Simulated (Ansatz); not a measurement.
Geometry optimisation, Ansatz 0.2.0, RKS LDA/STO-3G.

input.yaml

```yaml
crystal:
  periodic: [false, false, false]
  atoms:
    - { symbol: Al, position_ang: [0.0, 0.0, 0.0] }
    - { symbol: H, position_ang: [0.0, 0.0, 1.56] }
    - { symbol: O, position_ang: [1.5415, 0.0, -0.89] }
    - { symbol: H, position_ang: [1.8414, -0.9519, -1.0449] }
    - { symbol: O, position_ang: [-1.5415, 0.0, -0.89] }
    - { symbol: H, position_ang: [-2.0512, -0.8467, -0.6815] }
basis:
  gaussian: { orbitals: STO-3G }
hamiltonian:
  xc: lda
relax:
  f_tol: 0.02
  max_steps: 40
output:
  orbitals: {}
```

Launched with:

```bash
$ ansatz run input.yaml --threads 1 --pin off --max-ram 2048MiB --backend cpu --events-out ev --progress --plain --runs-dir out
```

Q: Where does it end, and by what steps?

A: It converged. Limits of this set-up: minimal basis. After 9 steps the energy has fallen by 1.070 eV; H4 moved furthest, 0.72 Å.

| step | energy less start (eV) | largest force component (eV/Å) | accepted |
| --- | --- | --- | --- |
| 0 | 0.0000 | 2.187 | yes |
| 1 | -0.3246 | 1.648 | yes |
| 2 | -0.3600 | 2.662 | yes |
| 3 | -0.6934 | 1.405 | yes |
| 4 | -0.9354 | 0.753 | yes |
| 5 | -1.0577 | 0.268 | yes |
| 6 | -1.0692 | 0.068 | yes |
| 7 | -1.0697 | 0.055 | yes |
| 8 | -1.0699 | 0.051 | yes |
| 9 | -1.0700 | 0.004 | yes |

```xyz
6
Properties=species:S:1:pos:R:3
Al 0.050 -0.185 0.108
H -0.184 0.170 1.548
O 1.628 -0.257 -0.519
H 1.488 -0.516 -1.504
O -1.154 -0.546 -1.047
H -2.038 -0.464 -0.533
```

Whether the end is a true minimum wasn't checked by a vibrational analysis.

The run took 6.8 s on 1 thread of Arm Neoverse V1, with other jobs on the host, peak memory 0.093 GiB.
